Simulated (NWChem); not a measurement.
**CH2NSi (SMILES N#C[SiH2]): how far must the basis set go?**

CH2NSi: 5 atoms, total charge 0, spin state doublet. As SMILES, `N#C[SiH2]`. Geometry: relaxed at PBE0-D4/def2-TZVP.

```xyz
5

N     1.0418   -1.2192    1.5723
C     0.5659   -0.6252    0.7039
Si   -0.0920    0.2678   -0.7519
H    -1.4554   -0.2230   -1.0537
H    -0.0104    1.7260   -0.5118
```

Program: NWChem 7.3.0. Method: UBP86. Swept: basis set. Watched: the dipole moment. Each run: energy and properties. Hardware: 1 thread of AMD EPYC 9R45 (Zen 5), shared host.

Deviations are taken from the sweep's last point, which isn't the limit.

```json
{"basis set": "def2-SVP", "basis functions": "56", "value (D)": "3.1697", "from the best (D)": "-0.2411", "wall time": "4.5 s"}
{"basis set": "def2-SVPD", "basis functions": "80", "value (D)": "3.4342", "from the best (D)": "+0.0234", "wall time": "8.1 s"}
{"basis set": "def2-TZVP", "basis functions": "111", "value (D)": "3.3881", "from the best (D)": "-0.0227", "wall time": "19 s"}
{"basis set": "def2-TZVPD", "basis functions": "135", "value (D)": "3.4107", "from the best (D)": "0.0000", "wall time": "31 s"}
```

For a target of 0.05 D, where can one stop?

def2-SVPD: it is 0.0234 D off and takes 8.1 s, against 31 s for def2-TZVPD.
